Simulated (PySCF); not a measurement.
Species: C4H4FN (charge +1 and doublet state).
Z-matrix (Å and degrees, GFN2-xTB geometry), rows numbered from 1:
```
F 
C   1  1.2985
C   2  1.3686  1  121.43
C   3  1.4263  2  123.01  1     1.07
C   4  1.5697  3  118.95  2  -149.21
N   5  1.2168  4   62.81  3  -104.78
H   2  1.0856  1  114.06  3   179.94
H   3  1.0827  2  117.74  1   179.84
H   4  1.0869  3  118.46  2     3.29
H   5  1.0681  4  142.62  6  -179.28
```

The hyperfine couplings belong to this conformer and change with its torsions.

Identity: `F[CH+][CH][C@@H]1C=N1` [radical] (charge +1).

Method: UKS B3LYP, pcH-1 on C F H N, non-relativistic, mean-field spin-orbit, GIAO in PySCF. Geometry: GFN2-xTB, one conformer, isolated ion. The geometry wasn't refined by DFT: couplings that depend on bond lengths, twists or pyramidal angles can differ widely from those at the functional's own minimum, by a factor of two or more for some ions and for spin on atoms past the first row. No stability test was run, so a lower SCF solution isn't excluded.

The isotropic 13C couplings are +27.7, -12.7, -7.5, +4.5 MHz. Assign them to C2; C3; C4; C5.

```tsv
site	a_iso (MHz)	ρ(0) (bohr⁻³)	position	distance from C2 (Å)	spin population	largest |T| (MHz)
C2	+27.7	+0.0246	largest spin population	0.00	+0.36	65.9
C3	-7.5	-0.0067	1 bond from C2	1.37	+0.10	19.8
C4	+4.5	+0.0040	2 bonds from C2	2.46	+0.16	38.6
C5	-12.7	-0.0113	3 bonds from C2	3.81	+0.14	34.1
```

Match the computed a_iso(1H) values +39.6, -29.3, -11.6, -8.9 MHz with the sites H7; H8; H9; H10.

| site | a_iso (MHz) | ρ(0) (bohr⁻³) | position | distance from C2 (Å) | bound to | spin population there | largest \|T\| (MHz) |
| --- | --- | --- | --- | --- | --- | --- | --- |
| H7 | -29.3 | -0.0066 | 1 bond from C2 | 1.09 | C2 | +0.36 | 18.2 |
| H8 | -8.9 | -0.0020 | 2 bonds from C2 | 2.10 | C3 | +0.10 | 8.3 |
| H9 | -11.6 | -0.0026 | 3 bonds from C2, on C4 of spin population +0.16 | 2.70 | C4 | +0.16 | 10.7 |
| H10 | +39.6 | +0.0089 | 4 bonds from C2, on C5 of spin population +0.14 | 4.51 | C5 | +0.14 | 11.0 |

ρ(0) is the spin density at the nucleus and T the dipolar tensor. The largest Mulliken spin populations are on C2 (+0.36), N6 (+0.20), C4 (+0.16) and C5 (+0.14). Three atoms exceed +0.15.

Examples of negative spin density at the nucleus (bohr⁻³): C5 (-0.0113), C3 (-0.0067) and H7 (-0.0066).

C3, the radical centre as drawn in `F[CH+][CH][C@@H]1C=N1`, holds a spin population of +0.10 out of 1.
